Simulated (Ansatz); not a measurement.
Compare A (`CN/C=C/C=O`) with its isomer B (`O=C1CCCN1`).

Program: Ansatz. Geometries: PBE0-D4/def2-TZVP. ΔE: electronic, gas phase. CBS: MP2 limit from def2 TZ/QZ plus the TZ coupled-cluster correction, frozen cores. DFT in def2-TZVPP. Each species was taken in one conformer, which may not be the lowest.

A:

```xyz
13

C    -2.106   -0.086    0.809
N    -0.709   -0.425    0.775
C     0.141    0.007   -0.172
C     1.487   -0.118   -0.184
C     2.230    0.377   -1.312
O     3.433    0.329   -1.447
H    -2.450    0.121   -0.205
H    -2.312    0.796    1.427
H    -2.691   -0.923    1.195
H    -0.309   -0.826    1.607
H    -0.342    0.491   -1.020
H     2.034   -0.582    0.631
H     1.594    0.839   -2.105
```

B:

Z-matrix (Å, degrees):
```
C
C 1 1.520
C 1 1.524 2 104.4
H 1 1.095 2 107.3 3 119.3
H 1 1.089 2 110.5 3 -123.8
N 2 1.361 1 106.7 3 -13.3
O 2 1.209 1 127.4 3 167.6
C 3 1.533 1 103.9 2 25.5
H 3 1.090 1 113.8 2 147.6
H 3 1.092 1 109.9 2 -91.3
H 6 1.006 2 119.9 1 -170.4
H 8 1.092 3 112.3 1 -147.5
H 8 1.098 3 111.4 1 91.4
```

**Question.** Which is lower in electronic energy at CCSD(T)/CBS, and by how much? (Best estimate.)

**Answer.** The calculation gave: B, by 31.5 kcal/mol.

**Question.** Give E(B) − E(A) in kcal/mol with PBE0-D4, CCSD(T)/def2-SVP, HF/def2-TZVPP, ωB97M-V, BLYP-D4, B2PLYP, LDA (SPW92). (Estimate.)

**Answer.** Ansatz gave: PBE0-D4 -32.2, CCSD(T)/def2-SVP -32.4, HF/def2-TZVPP -29.5, ωB97M-V -32.1, BLYP-D4 -21.5, B2PLYP -27.3, LDA (SPW92) -33.4. None reverses the order clearly.

**Question.** Does the order hold for the free energy at 298.15 K (harmonic terms from PBE0-D4)? (An estimate is asked.)

**Answer.** Ansatz gave: Yes: G(B) − G(A) = -27.5 kcal/mol, for one conformer each.

Largest T1 diagnostic: 0.015.

From r2SCAN to r2SCAN0 (25 % exact exchange), in def2-TZVPP and without D4, E(B) − E(A) moves by −3.6 kcal/mol. At CCSD(T), def2-SVP lies −1.0 kcal/mol from the extrapolated value and def2-TZVPP −0.2 kcal/mol.
